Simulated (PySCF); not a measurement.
# C4H4F2: geometry, coupled-cluster ionisations

Computed with PySCF 2.14.0, with density-fitted response routines of our own, on a single molecule in the gas phase. Atoms are numbered from 0 throughout.

## Step 1: The molecule as given

10 atoms, charge 0, multiplicity 1; geometry from: GFN2-xTB. The atoms were then displaced at random by about 0.01 Å, so the start is not that level's minimum.

Bonds of the start (Å): C0–C1 1.49, C1–C2 1.33, C2–C3 1.47, C3–F4 1.37, C3–F5 1.37, C3–C1 1.44, C0–H6 1.07, C0–H7 1.12, C0–H8 1.10, C2–H9 1.04.

## Step 2: Relaxing the molecule at PBE0-D3(BJ)/def2-SVP

Job settings and geometry (Å):

```
{"job": {"xc": "PBE0", "basis": "def2-SVP", "d3": "d3bj", "grid": 1, "shake": 0.01, "kind": "geom"}, "charge": 0, "multiplicity": 1}
C      1.503060    -0.301980     0.005370
C      0.020190    -0.172190    -0.083690
C     -1.179140    -0.644990    -0.429040
C     -1.105110     0.676360     0.214270
F     -1.592070     0.871300     1.477320
F     -1.412750     1.826440    -0.468630
H      1.832200    -1.218400    -0.427370
H      1.957410     0.561310    -0.536980
H      1.793030    -0.210880     1.063100
H     -1.766400    -1.407880    -0.835410
```

The run is started by

```
> OMP_NUM_THREADS=1 python probes_run.py task.json out
```

One launch serves the whole session: the jobs run in the order shown.

Q: Estimate the wall time and peak memory of this first job on 1 thread of AMD EPYC 9R45, shared host.

About 24 s, with a peak of 0.42 GiB.
